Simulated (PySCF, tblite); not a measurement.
**C2HN2−, a complex of two parts as drawn: NMR shifts, interaction energy, infrared bands, spin-spin couplings and core binding energies**

The task here is to estimate one member of a computed series from the others.

Computed with tblite 0.8.0 and PySCF 2.14.0; each step states its level. No surroundings beyond the atoms listed, unless a continuum is named. Atoms count from 0, parts from 1.

### The system as given

5 atoms, charge -1, multiplicity 1; geometry: rigid parts in contact. Parts: 1 = atoms 0–2, `C#N`, charge 0; 2 = atoms 3–4, `[C-]#N`, charge -1.

Set-up of the first run:

The job: settings as JSON, then the geometry in Å.

```
{"job": {"kind": "dock", "xc": "GFN2-xTB", "basis": "xTB"}, "charge": -1, "multiplicity": 1, "parts": [{"atoms": "0-2", "charge": 0, "multiplicity": 1}, {"atoms": "3-4", "charge": -1, "multiplicity": 1}]}
C     -0.026349    -0.001581     0.000090
N      1.109207     0.067063    -0.001091
H     -1.082858    -0.065482     0.001001
C     -0.922726    -2.237702     0.608767
N     -1.048827    -3.268523     0.007243
```

With the program's defaults for keys left out, this is: GFN2-xTB search for minima from random contacts, gas phase.

Started as:

```bash
> OMP_NUM_THREADS=1 python cluster_run.py task.json out
```

The driver reads the jobs from task.json and runs them one after another.

Among the steps run: Docking the parts with GFN2-xTB; Optimising the geometry at PBE0-D3(BJ)/def2-TZVPD; Shielding tensors: PBE0/aug-pcSseg-2; Coupled-cluster interaction energy: CCSD(T) and MP2.

One table of the session follows, with a row left open; its other results are not shown here.

It belongs to the step «Coupled-cluster interaction energy: CCSD(T) and MP2». 

```
                 method  interaction energy (kcal/mol)
         HF/aug-cc-pVDZ                         -17.28
        MP2/aug-cc-pVDZ                              ?
       CCSD/aug-cc-pVDZ                          -5.99
    CCSD(T)/aug-cc-pVDZ                          -4.63
         HF/aug-cc-pVQZ                         -19.16
        MP2/aug-cc-pVQZ                         -11.83
    SCS-MP2/aug-cc-pVQZ                          -9.62
      MP2, extrapolated                         -13.01
CCSD(T), limit estimate                         -13.44
```

Q: Estimate the row for MP2/aug-cc-pVDZ from the others.

As computed: interaction energy (kcal/mol): -4.20. In the column «interaction energy (kcal/mol)» it is the highest.

At this geometry C0 and C3 of different parts are bonded (1.49 Å), so this energy is mostly that of cutting a chemical bond between strained fragments, not an intermolecular interaction.

Caveats from the session: At this geometry a test (T1, the size of the triples or of CCSD(T) less MP2, charge moved between the parts) flags the run, so its CCSD(T) estimate is not taken as a benchmark. The interaction energy leaves out the deformation of the parts, 22.47 kcal/mol at MP2. So large a deformation means that a part is far from its own minimum, so a sum across the two methods would be rough. The anion's highest level is positive in at least one run, so there the basis alone may hold the extra electron.
